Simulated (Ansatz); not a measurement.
Compare A (`CCOC#N`) with its isomer B (`OC1=NCC1`).

Program: Ansatz. Geometries: PBE0-D4/def2-TZVP. ΔE: electronic, gas phase. CBS: MP2 limit from def2 TZ/QZ plus the TZ coupled-cluster correction, frozen cores. Functionals use def2-TZVPP. B3LYP here is the variant with VWN-RPA as its local correlation; programs differ in this. One conformer a species, not always the lowest.

A:

```xyz
10

C     0.731   -0.858   -0.063
C     0.332    0.521   -0.511
O    -1.117    0.692   -0.499
C    -1.658    0.641    0.660
N    -2.174    0.602    1.693
H     1.818   -0.949   -0.104
H     0.295   -1.621   -0.710
H     0.414   -1.043    0.965
H     0.763    1.301    0.119
H     0.597    0.713   -1.549
```

B:

Z-matrix (Å, degrees):
```
C
C 1 1.548
C 1 1.948 2 48.7
N 1 1.491 2 89.7 3 -0.0
H 1 1.092 2 115.4 3 -115.2
H 1 1.092 2 115.4 3 115.2
H 2 1.091 1 116.5 3 113.9
H 2 1.091 1 116.5 3 -113.9
O 3 1.327 2 129.4 1 180.0
H 9 0.967 3 107.5 2 180.0
```

Question: Which isomer does CCSD(T)/CBS put lower? Give the gap. (Estimate.)

Answer: Computed: B, by 0.3 kcal/mol. So small a gap doesn't settle the order.

Question: Give E(B) − E(A) in kcal/mol with LDA (SPW92), B3LYP, BLYP-D4, B2PLYP, MP2/def2-TZVPP, CCSD(T)/def2-SVP, PBE0-D4. (Estimate.)

Answer: The calculation gave: LDA (SPW92) -10.6, B3LYP 2.5, BLYP-D4 3.8, B2PLYP 2.9, MP2/def2-TZVPP 0.9, CCSD(T)/def2-SVP 2.9, PBE0-D4 -5.1. The order is the other way round with B3LYP, BLYP-D4, B2PLYP, MP2/def2-TZVPP, CCSD(T)/def2-SVP.

Question: Does the order hold for the free energy at 298.15 K (harmonic terms from PBE0-D4)? (Estimate.)

Answer: Computed: No: G(B) − G(A) = +1.8 kcal/mol, for one conformer each.

Largest T1 diagnostic: 0.013.

At CCSD(T), def2-SVP lies +3.2 kcal/mol from the extrapolated value and def2-TZVPP +1.2 kcal/mol. In def2-TZVPP, CCSD(T) changes the Hartree–Fock value by −5.3 kcal/mol (the triples alone add −0.4 kcal/mol) and MP2 by −5.3 kcal/mol.
